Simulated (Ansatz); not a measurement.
Species: LiH (charge -1, doublet). SMILES of the parent species: [LiH]

Atoms: Li1, H2. Bonds: Li1-H2.

Bond lengths (Å) and angles (degrees) optimised at HF/STO-3G with Ansatz (a program for electronic structure); HF/6-31G* with Ansatz; B3LYP/LANL2DZ with Ansatz; B3LYP/6-31G* with Ansatz, each started from the B3LYP-D3(BJ)/def2-TZVP structure (Ansatz) of the last column. A row stands for all coordinates that are equal there. 6-31G* holds six Cartesian d functions.

```csv
coordinate,HF/STO-3G,HF/6-31G*,B3LYP/LANL2DZ,B3LYP/6-31G*,B3LYP-D3(BJ)/def2-TZVP
Li1-H2,1.539,1.766,1.721,1.740,1.696
```

Mean signed difference of all 1 bond lengths from B3LYP-D3(BJ)/def2-TZVP: HF/STO-3G -0.157 Å, HF/6-31G* 0.070 Å, B3LYP/LANL2DZ 0.025 Å, B3LYP/6-31G* 0.044 Å.
